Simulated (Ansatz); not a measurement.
# As: computed properties

Level of theory: DFT PBE, scalar-relativistic, plane waves, PAW (Ansatz).

Cutoff 420 eV; k points 12×12×12 on the computed 2-atom cell (Γ-centred); Gaussian smearing, width 0.10 eV; no spin polarisation.

The structure is relaxed at this level of theory with its symmetry kept.

```cif
data_structure
_symmetry_space_group_name_H-M 'R-3m:H'
_symmetry_Int_Tables_number 166
_cell_length_a 3.8075
_cell_length_b 3.8075
_cell_length_c 10.8383
_cell_angle_alpha 90.000
_cell_angle_beta 90.000
_cell_angle_gamma 120.000
_cell_volume 136.08
loop_
_atom_site_label
_atom_site_type_symbol
_atom_site_symmetry_multiplicity
_atom_site_Wyckoff_symbol
_atom_site_fract_x
_atom_site_fract_y
_atom_site_fract_z
_atom_site_occupancy
As1 As 6 c 0.00000 0.00000 0.77378 1
```

```json
{
  "Space group": "R-3m (No. 166)",
  "Volume per atom": "22.68 Å³",
  "Formation energy from the elements' standard states (uncorrected)": "-0.001 eV/atom",
  "Kohn–Sham band gap": "none (metal)",
  "Density of states at the Fermi level": "0.17 states/eV per cell (so small that it hangs on the mesh: a semimetal, or crossings between mesh points)",
  "Löwdin character within 0.5 eV of the Fermi level": "As 4p 79 %, As 4s 17 %, unprojected 4 %",
  "Bader charges (e)": "As (2 in the cell) 0.00"
}
```

Cost: 6 runs of about 9.4 core-minutes in all, on Intel Xeon Processor @ 2.50GHz (Skylake/Cascade Lake) (shared hosts).